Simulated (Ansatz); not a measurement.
in.yaml

```yaml
crystal:
  periodic: [false, false, false]
  atoms:
    - {symbol: Mg, position_ang: [0.000000, 0.000000, 0.000000]}
    - {symbol: Mg, position_ang: [0.000000, 0.000000, 6.087000]}
basis:
  gaussian: {orbitals: aug-cc-pVDZ, fitting: {mean_field: def2-universal-jkfit}}
total_charge: -1
magnetization: {spin_polarized: true, initial_magnetization: 3}
correlation: {method: ccsdt_q, electrons: outside_noble_gas}
output: {forces: true}
```

```sh
$ ansatz run in.yaml --threads 1 --pin off --events-out ev --progress --plain --max-ram 2393MiB
```

Log:

```
224 factors; integrals over basis functions are off by at most 4.6e-1 eV
mean field evaluation 1: about -10857.8301 eV, gradient 4.6e0 eV
mean field evaluation 2: about -10859.0877 eV, gradient 1.5e0 eV
mean field evaluation 4: about -10859.3562 eV, gradient 4.2e-1 eV
mean field evaluation 8: about -10859.3826 eV, gradient 5.1e-2 eV
mean field evaluation 16: about -10860.7066 eV, gradient 3.6e0 eV
mean field evaluation 32: about -10859.3830 eV, gradient 1.4e-3 eV
mean field evaluation 64: about -10860.6545 eV, gradient 2.2e-6 eV
mean field evaluation 96: about -10860.6566 eV, gradient 1.5e-1 eV
mean field evaluation 128: about -10860.3526 eV, gradient 2.0e-1 eV
mean field evaluation 160: about -10861.5893 eV, gradient 4.5e-2 eV
...
cycle   4  -1.36689892 eV  change  -3.3e-10 eV  update   6.3e-8
cycle   5  -1.36689892 eV  change   4.5e-10 eV  update   5.9e-8
cycle   6  -1.36689892 eV  change    1.4e-9 eV  update   5.6e-8
cycle   7  -1.36689891 eV  change    2.6e-9 eV  update   5.1e-8
cycle   8  -1.36689891 eV  change    1.6e-9 eV  update   4.4e-8
cycle   9  -1.36689891 eV  change    1.7e-9 eV  update   3.5e-8
cycle  10  -1.36689891 eV  change    2.8e-9 eV  update   3.0e-8
cycle  11  -1.36689890 eV  change    3.4e-9 eV  update   2.5e-8
cycle  12  -1.36689890 eV  change    2.1e-9 eV  update   2.0e-8
cycle  13  -1.36689890 eV  change  -2.6e-11 eV  update   1.4e-8
perturbative correction -0.00083545 eV, -0.0000307024 hartree
the calculation of the forces begins
Total energy: -10862.95737758 eV, -399.2063204492 hartree
Atom 0 at     0.000000     0.000000     0.000000 Å, force    -0.000000     0.000000     0.087329 eV/Å
Atom 1 at     0.000000     0.000000     6.087000 Å, force     0.000000    -0.000000    -0.087329 eV/Å
Dipole moment:    -0.000000     0.000000     2.087839 e Å
```

Forces (eV/Å):
```
Mg   0.000  0.000  0.087
Mg   0.000  0.000 -0.087
```

Ran on 1 thread of Arm Neoverse V1, shared host: 1.8 min wall, 0.84 GiB peak host memory.
